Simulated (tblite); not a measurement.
Compound: C6H12 (charge +1 and doublet state).
SMILES with atom numbers: `[CH2:1][CH+:2][C:3]([CH3:4])([CH3:5])[CH3:6]` (hydrogens: H7, H8 on C1; H9 on C2; H10, H11, H12 on C4; H13, H14, H15 on C5; H16, H17, H18 on C6)

Cartesian coordinates in Å at the GFN2-xTB level; atoms count from 1:
```
atom  x, y, z in Å
C1     2.059   -0.173    0.878
C2     1.116    0.551    0.273
C3    -0.219    0.048   -0.219
C4    -0.254   -1.420   -0.576
C5    -0.969    0.314    1.139
C6    -0.802    0.923   -1.306
H7     1.899   -1.163    1.279
H8     3.071    0.200    0.961
H9     1.264    1.610    0.093
H10   -1.258   -1.710   -0.882
H11    0.403   -1.630   -1.420
H12    0.058   -2.053    0.251
H13   -0.604   -0.325    1.938
H14   -2.011    0.065    0.933
H15   -0.915    1.354    1.447
H16   -0.196    0.856   -2.210
H17   -0.851    1.967   -1.006
H18   -1.801    0.590   -1.582
```

Calculated harmonic vibrations of the isolated species, GFN2-xTB (tblite), most abundant isotopes, no scaling. The method is semi-empirical: single wavenumbers can be off by several per cent or more. One conformer, not necessarily the lowest. Open shells enter through the occupations alone, without spin polarisation, and single modes of such species can be off by tens of per cent.

Harmonic wavenumbers (cm⁻¹): 115.5, 174.6, 234.1, 238.3, 249.6, 265.8, 323.3, 370.6, 398.1, 474.0, 595.8, 752.5, 784.5, 875.8, 881.5, 923.0, 940.8, 951.3, 963.9, 982.0, 1003.7, 1049.6, 1181.0, 1210.4, 1272.9, 1317.1, 1341.8, 1377.5, 1384.0, 1399.6, 1401.9, 1430.4, 1432.3, 1450.2, 1459.3, 1498.3, 2973.2, 2999.7, 3007.5, 3016.2, 3036.3, 3043.3, 3045.9, 3049.7, 3052.1, 3054.9, 3063.0, 3083.8.

A = 4493, B = 2773, C = 2657 MHz; mass 84.094 u (most abundant isotopes); point group C1, symmetry number 1; spin multiplicity 2.

Q: What is the zero-point energy?

A: Half the sum of the wavenumbers: 34565 cm⁻¹ = 98.83 kcal/mol.

Q: Give the ideal-gas entropy at 273.15 K and 1 bar in the rigid-rotor, harmonic-oscillator model (classical rotation).

A: Translation 38.79, rotation 26.42, vibration 16.84, spin (R ln 2) 1.38: S = 83.4 cal/(mol K).

Q: And Cp and H(273.15 K) − H(0)?

A: Cp = 30.58 cal/(mol K), of which vibrations give 22.63 (their classical limit is 48 R = 95.4); H(273.15 K) − H(0) = 4.98 kcal/mol without the zero-point energy, 2.81 from vibrations.

Q: Blend soft modes into free rotors: weight 1/[1 + (100 cm⁻¹/ν̃)⁴] for the oscillator and the rest for a rotor with moment μB/(μ + B), μ = h/(8π²ν), B = 10⁻⁴⁴ kg m². What vibrational entropy results?

A: 16.75 cal/(mol K) in place of 16.84, which changes −T·S at 273.15 K by +0.03 kcal/mol.

Q: How do the functions run with temperature in this model?

A: 
```tsv
T (K)	S (cal/(mol K))	Cp (cal/(mol K))	H − H(0) (kcal/mol)	G − H(0) (kcal/mol)	ln q(vib)
100	61.7	14.8	1.02	-5.15	0.43
200	75.0	24.1	2.99	-12.01	1.95
300	86.4	33.0	5.84	-20.09	3.81
500	107.4	49.9	14.20	-39.50	7.83
800	134.9	66.9	31.93	-75.96	13.98
1000	150.6	74.6	46.11	-104.54	17.91
```

q(vib) and H(0) count from the zero-point level.

Q: Which modes carry the vibrational entropy at 273.15 K?

A: 115.5 cm⁻¹: 3.01; 174.6 cm⁻¹: 2.22; 234.1 cm⁻¹: 1.69; 238.3 cm⁻¹: 1.66; 249.6 cm⁻¹: 1.58; 265.8 cm⁻¹: 1.47 cal/(mol K); the other 42 give 5.21 together.

Q: What must be added to the electronic energy to get the Gibbs energy at 273.15 K and 1 bar?

A: ZPE + [H(273.15 K) − H(0)] − T·S = 98.83 + 4.98 − 22.79 = 81.02 kcal/mol.

Hindered rotation and anharmonicity are outside this model. Other conformers, if any are populated, would add a mixing term that is left out. The structure is chiral; the term R ln 2 for an equal mix with its mirror image is left out.
